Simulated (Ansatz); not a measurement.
Relaxation of BFH$_{5}$N (8 atoms, charge 0, multiplicity 1), to a largest force component of 0.03 eV/Å in at most 50 steps.

The calculation used RKS B3LYP/def2-SVP (Ansatz 0.2.0).

```xyz
8
Properties=species:S:1:pos:R:3
B 0.055 -0.153 -0.114
F 0.015 -0.600 1.143
N 1.272 -0.144 -0.794
H 2.132 -0.424 -0.334
H 1.381 0.181 -1.747
H -0.970 0.190 -0.649
H 0.130 1.977 0.989
H 0.019 1.498 1.510
```

Task: Where does it end, and by what steps?

Result: The forces met the threshold. The force dipped under the threshold on the way, but the program's further checks kept it going. After 33 steps the energy has fallen by 0.224 eV; H7 moved furthest, 1.91 Å.

| step | energy less start (eV) | largest force component (eV/Å) | accepted |
| --- | --- | --- | --- |
| 0 | 0.0000 | 1.390 | yes |
| 2 | -0.1719 | 0.261 | yes |
| 4 | -0.1937 | 0.145 | yes |
| 6 | -0.1960 | 0.555 | no |
| 8 | -0.2009 | 0.047 | yes |
| 10 | -0.2045 | 0.056 | yes |
| 12 | -0.2105 | 0.090 | yes |
| 14 | -0.2134 | 0.387 | yes |
| 16 | -0.2191 | 0.098 | yes |
| 18 | -0.2209 | 0.109 | yes |
| 20 | -0.2221 | 0.095 | yes |
| 22 | -0.2229 | 0.105 | yes |
| 24 | -0.2227 | 0.126 | no |
| 26 | -0.2237 | 0.002 | yes |
| 28 | -0.2238 | 0.045 | yes |
| 30 | -0.2240 | 0.039 | yes |
| 32 | -0.2240 | 0.010 | yes |
| 33 | -0.2241 | 0.015 | yes |

```xyz
8
Properties=species:S:1:pos:R:3
B 0.119 -0.293 -0.569
F 0.055 0.281 0.644
N 1.364 -0.553 -1.137
H 2.238 -0.327 -0.673
H 1.470 -0.983 -2.047
H -0.909 -0.569 -1.138
H -0.168 2.781 2.701
H -0.136 2.189 2.224
```

Whether the end is a true minimum wasn't checked by a vibrational analysis.

The run took 31 s on 1 thread of Intel(R) Xeon(R) 6975P-C (Granite Rapids) (shared host), peak memory 0.15 GiB.
